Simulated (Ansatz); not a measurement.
Si(CCH)H3 (C₂H₄Si). Charge 0, multiplicity 1. Geometry relaxed at PBE0-D4/def2-TZVP.

```xyz
7

Si    0.1735   -0.6661   -0.8164
C    -0.1289    0.4716    0.5758
C    -0.3200    1.2234    1.4989
H    -0.4906    1.8884    2.3146
H     1.6241   -0.6867   -1.1254
H    -0.5824   -0.2010   -2.0048
H    -0.2757   -2.0295   -0.4428
```

Q: Estimate the harmonic wavenumbers at RKS PBE0-D4/def2-TZVP (Ansatz, unscaled). Is this a minimum?

A: 232, 233, 640, 680, 680, 730, 730, 928, 942, 942, 2165, 2243, 2246, 2246, 3465 cm⁻¹. Yes, no mode is imaginary beyond noise. Zero-point energy 114.3 kJ/mol. Hardware: 4 threads of Intel Xeon 6975P-C on a shared host. Wall time 15 s.
